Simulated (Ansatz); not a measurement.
SiO, quintet: reading a ladder of total energies

Geometry: that of the SiO, triplet, kept fixed. The singlet lies 6.6 eV lower here.

```xyz
2

Si    0.0000    0.0000    0.0000
O     0.0000    0.0000    1.7235
```

Basis cc-pVDZ; Ansatz 0.2.0. Only valence electrons are correlated (noble-gas cores frozen), which leaves 10 electrons in 26 orbitals. Prefix R: restricted or restricted open-shell reference; prefix U: unrestricted.

Full CI isn't at hand for all of this; UCCSDT(Q) serves as the reference, and is uncertain by about the last step of the cluster series.

Runs differ by some tens of microhartree through their thresholds and, for an open shell, their frozen cores, so steps under 0.03 kcal/mol mean nothing.

```
    level  total energy (hartree)
      UHF             -363.625018
     UMP2             -363.797646
    UCCSD             -363.818719
 UCCSD(T)             -363.823203
   UCCSDT             -363.824030
UCCSDT(Q)             -363.824477
```

Q: What is the correlation energy at UCCSDT(Q), and what share of it do UMP2 and UCCSD(T) recover?

A: E(corr) = -363.824477 − (-363.625018) = -0.199459 hartree = -5.428 eV. UMP2: -0.172628 / -0.199459 = 86.55 %. UCCSD(T): -0.198185 / -0.199459 = 99.36 %.

Q: By how many kcal/mol does UCCSD(T) miss UCCSDT(Q) (1 hartree = 627.509 kcal/mol), and which steps make up the rest?

A: -363.823203 − (-363.824477) = 0.001274 hartree = 0.80 kcal/mol. Steps: UCCSDT − UCCSD(T) = -0.52, UCCSDT(Q) − UCCSDT = -0.28 kcal/mol. That is within 1 kcal/mol of the reference in this basis, which itself misses far more of the correlation at the basis-set limit.
